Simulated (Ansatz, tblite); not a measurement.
**The cluster IrO2: a ladder of methods and basis sets**

How do method and basis change the picture of the cluster IrO2 (doublet)?

Method: as each input shows; program: Ansatz 0.2.0, Gaussian basis.

Plan: GFN1-xTB, GFN2-xTB, PBE-D4/def2-TZVP, r2SCAN-D4/def2-TZVP, r2SCAN0-D4/def2-TZVP, r2SCANh-D4/def2-TZVP, revPBE-D4/def2-TZVP, HF/def2-TZVP, HSE06-D4/def2-TZVP, PBE-D4/def2-SVP, PBE0-D4/def2-SVP, PBE0-D4/def2-TZVPD, PBE-D4/def2-TZVPD, r2SCAN-D4/def2-TZVPD, CCSD(T)/def2-TZVPP, MP2/def2-TZVP, RPA/def2-TZVP, CCSD(T)/def2-TZVPD.

## Step 1: The geometry

The doublet was relaxed beforehand with PBE0-D4/def2-TZVP. At that level it is the lowest of the isomers that a small search found.

3 atoms, charge 0, spin multiplicity 2.

Bond lengths: Ir1–O2 1.684 Å, Ir1–O3 1.684 Å. Angles: O2–Ir1–O3 167.3°.

Geometry (Å):

```
Ir    0.0084    0.0119   -0.1233
O     1.4234    0.8494    0.2412
O    -1.4318   -0.8613   -0.1180
```

Ir takes a core potential in the def2 sets. No spin-orbit coupling is included.

PBE0-D4/def2-TZVP was run before; its log isn't repeated, and its numbers join the tables.

## Step 2: GFN1-xTB

Tight binding, by tblite at 300 K electronic temperature and without a spin-polarisation term:

```python
tblite.interface.Calculator('GFN1-xTB', numbers, positions, charge=0, uhf=1).singlepoint()
```

Energy -361.7689 eV; 0.002 s.

## Step 3: GFN2-xTB

Tight binding, by tblite at 300 K electronic temperature and without a spin-polarisation term:

```python
tblite.interface.Calculator('GFN2-xTB', numbers, positions, charge=0, uhf=1).singlepoint()
```

Energy -321.5661 eV; 0.002 s.

## Step 4: PBE-D4/def2-TZVP

start.molden holds the orbitals of an earlier run on this state, given as this run's starting guess.

in.yaml reads:

```yaml
crystal:
  periodic: [false, false, false]
  atoms:
    - {symbol: Ir, position_ang: [0.008382, 0.011894, -0.123279]}
    - {symbol: O, position_ang: [1.423433, 0.849376, 0.241247]}
    - {symbol: O, position_ang: [-1.431815, -0.861270, -0.117968]}
basis:
  gaussian: {orbitals: def2-TZVP, initial_orbitals: start.molden}
magnetization: {spin_polarized: true, initial_magnetization: 1}
hamiltonian: {xc: pbe, dispersion: d4}
scf: {omitted_lower_state_checks: [starts]}
output: {orbitals: {seedname: orbitals}}
```

Started as:

```
ansatz run in.yaml --threads 4 --pin off --events-out ev --progress --plain --max-ram 3916MiB
```

The runs that follow: r2SCAN-D4/def2-TZVP; r2SCAN0-D4/def2-TZVP; r2SCANh-D4/def2-TZVP; revPBE-D4/def2-TZVP; HF/def2-TZVP; HSE06-D4/def2-TZVP; PBE-D4/def2-SVP; PBE0-D4/def2-SVP; PBE0-D4/def2-TZVPD; PBE-D4/def2-TZVPD; r2SCAN-D4/def2-TZVPD; CCSD(T)/def2-TZVPP; MP2/def2-TZVP; RPA/def2-TZVP; CCSD(T)/def2-TZVPD.

Before running them: what should the planned runs give, taken together? Wanted: gap in def2-TZVP, named functionals and Hartree-Fock, smallest and largest; correlation energy, CCSD(T)/def2-TZVPP; correlation energy, MP2/def2-TZVP; correlation energy, CCSD(T)/def2-TZVPD; binding an atom, functionals in def2-TZVP; ⟨S²⟩ in def2-TZVP, named functionals and Hartree-Fock, smallest and largest; PBE0 total energy, smallest basis above largest.

As calculated:

```
                                                                   quantity                                  value
 gap in def2-TZVP, named functionals and Hartree-Fock, smallest and largest        0.78 eV (PBE-D4), 10.19 eV (HF)
                                     correlation energy, CCSD(T)/def2-TZVPP                              -29.61 eV
                                          correlation energy, MP2/def2-TZVP                              -24.50 eV
                                     correlation energy, CCSD(T)/def2-TZVPD                              -26.02 eV
                                  binding an atom, functionals in def2-TZVP  3.05 (r2SCAN0-D4) to 4.03 eV (PBE-D4)
⟨S²⟩ in def2-TZVP, named functionals and Hartree-Fock, smallest and largest                           0.752, 1.610
                            PBE0 total energy, smallest basis above largest         5.73 eV (def2-SVP, def2-TZVPD)
```

**Reading.** Over the named functionals and Hartree-Fock in def2-TZVP the gap runs from 0.78 eV (PBE-D4) to 10.19 eV (HF); exact exchange widens it. Over the named functionals and Hartree-Fock in def2-TZVP spin contamination reaches 0.86 (HF), so some levels may describe another state. Notes on CCSD(T)/def2-TZVPP: large T1 diagnostic, spin contamination, state flagged by the program.
